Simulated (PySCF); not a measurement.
Species: C4H5N.
Z-matrix (Å and degrees, PBE0-D3(BJ)/def2-SVP geometry), rows numbered from 1:
```
C 
C   1  1.4218
C   2  1.3791  1  107.23
N   3  1.3661  2  107.74  1     0.03
C   4  1.3661  3  110.06  2    -0.05
H   1  1.0882  2  126.95  3   179.93
H   2  1.0883  1  126.96  3  -179.95
H   3  1.0877  2  130.89  1   179.88
H   4  1.0096  3  124.96  2  -179.88
H   5  1.0877  1  130.90  2  -179.91
```

Computed with PySCF at PBE0/pcSseg-1 and B3LYP/def2-SVPD, non-relativistic, on one gas-phase PBE0-D3(BJ)/def2-SVP geometry that isn't relaxed in the solvent. The solvent is an IEF-PCM continuum (van der Waals radii × 1.2). Only the electrostatic response of the medium enters.

Gas phase at PBE0/pcSseg-1: HOMO -6.11 eV, LUMO 1.12 eV, dipole 1.99 D.

Task: What does the continuum do to the energy, the frontier levels and the dipole at PBE0/pcSseg-1 in chloroform and acetonitrile?

Result: 
```
     solvent      ε  E(solvent) − E(gas) (kcal/mol)  polarisation term (kcal/mol)  distortion of the solute (kcal/mol)  HOMO (eV)  LUMO (eV)  dipole (D)
  chloroform  4.711                           -4.12                         -4.55                                 0.43      -6.21       1.07        2.47
acetonitrile  35.69                           -5.83                         -6.70                                 0.87      -6.26       1.04        2.68
```

The first energy column is the sum of the next two and covers electrostatics alone. From chloroform to acetonitrile the lowering changes by a factor 1.42, Onsager's factor (ε − 1)/(2ε + 1) by 1.35 and ε itself by 7.6.

Task: Which radius a makes the point-dipole formula ΔE = −[(ε − 1)/(2ε + 1)]·μ²/a³ give the value in acetonitrile, with the gas-phase dipole?

Result: μ = 0.783 au and |ΔE| = 0.00929 Eh give a = 1.67 Å; the farthest nucleus lies 2.28 Å from the centroid of the nuclei, so such a sphere wouldn't even hold the nuclei. The formula assumes a rigid point dipole at the centre of a sphere.

Task: Which Mulliken charges (PBE0/pcSseg-1) respond most in acetonitrile (means over atoms taken as equivalent)?

Result: 
| atoms | environment | gas (e) | solvent (e) | change |
| --- | --- | --- | --- | --- |
| C1/C2 | aromatic CH carbon | -0.189 | -0.227 | -0.038 |
| H9 | N–H hydrogen | +0.191 | +0.224 | +0.033 |
| N4 | pyrrole-type nitrogen | -0.412 | -0.394 | +0.018 |
| H8/H10 | aromatic hydrogen | +0.104 | +0.122 | +0.018 |
| C3/C5 | aromatic CH next to a ring nitrogen | +0.108 | +0.091 | -0.017 |
| H6/H7 | aromatic hydrogen | +0.087 | +0.098 | +0.011 |

Task: Which Mayer bond orders change most in acetonitrile?

Result: 
```
  bond  length (Å)    gas  solvent  change
 C3–N4       1.366  1.154    1.174  +0.020
 N4–C5       1.366  1.154    1.174  +0.020
 C1–C2       1.422  1.357    1.342  -0.015
 N4–H9       1.010  0.935    0.921  -0.014
 C2–C3       1.379  1.516    1.503  -0.013
 C5–C1       1.379  1.516    1.503  -0.013
 C3–H8       1.088  0.975    0.977  +0.002
C5–H10       1.088  0.975    0.977  +0.002
```

Gas phase at B3LYP/def2-SVPD: HOMO -5.94 eV, LUMO 0.50 eV, dipole 1.89 D.

Task: What does the continuum do to the energy, the frontier levels and the dipole at B3LYP/def2-SVPD in chloroform and acetonitrile?

Result: 
| solvent | ε | E(solvent) − E(gas) (kcal/mol) | polarisation term (kcal/mol) | distortion of the solute (kcal/mol) | HOMO (eV) | LUMO (eV) | dipole (D) |
| --- | --- | --- | --- | --- | --- | --- | --- |
| chloroform | 4.711 | -3.53 | -3.98 | 0.45 | -5.98 | 0.72 | 2.41 |
| acetonitrile | 35.69 | -5.02 | -5.93 | 0.91 | -6.02 | 0.70 | 2.63 |

The atom shares or the degeneracy of the LUMO differ from the gas phase in chloroform and acetonitrile, so that column needn't follow one orbital.

Task: How does the static polarisability (B3LYP/def2-SVPD, frozen core, with the continuum's full static response) change?

Result: 
```
      medium  isotropic (au)  principal values (au)  ⟨r²⟩ of the electrons (bohr²)
         gas            52.7       35.9, 60.1, 62.2                          306.7
  chloroform            66.3       44.7, 75.7, 78.6                          306.2
acetonitrile            72.7       49.7, 82.6, 85.7                          305.9
```

The isotropic value in acetonitrile is 1.38 times the gas-phase one; no cavity-field correction is applied. ⟨r²⟩ is taken about the centre of nuclear charge.
